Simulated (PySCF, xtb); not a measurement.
Homolysis of single bonds, series Ga F-OH. All species are isolated molecules in the gas phase. One relaxed conformer stands for each flexible species; it need not be the lowest. Strings in code marks are SMILES.

Quantity: homolytic bond dissociation enthalpy at 298 K (no spin–orbit term), in eV. Enthalpy corrections at 298 K come from GFN2-xTB frequencies (xtb).

Level 1: PBE-D3(BJ)/def2-TZVP // B3LYP-D3(BJ)/def2-TZVP (PySCF)
Level 2: B3LYP/6-311+G** (LANL2DZ on Ga) // B3LYP-D3(BJ)/def2-TZVP (PySCF)
Level 3: BP86/6-31G* // B3LYP-D3(BJ)/def2-TZVP (PySCF)
Level 4: PBE/6-31G* // B3LYP-D3(BJ)/def2-TZVP (PySCF)

```csv
species,level 1,level 2,level 3,level 4
"Ga–F bond of `[OH][Ga]([OH])[F]` (H–O–Ga–F torsion 0°, F–Ga–O–H torsion -180°), giving `[F]` and `[OH][Ga][OH]` (H–O–Ga–O torsion 0°, O–Ga–O–H torsion 180°)",5.50,5.47,5.40,5.47
"Ga–F bond of `[OH][Ga]([F])[F]` (H–O–Ga–F torsion 0°), giving `[F]` and `[OH][Ga][F]` (H–O–Ga–F torsion 180°)",5.35,5.33,5.26,5.33
"O–Ga bond of `[OH][Ga]([F])[F]` (H–O–Ga–F torsion 0°), giving `[F][Ga][F]` and `[OH]`",4.31,4.25,4.17,4.24
```
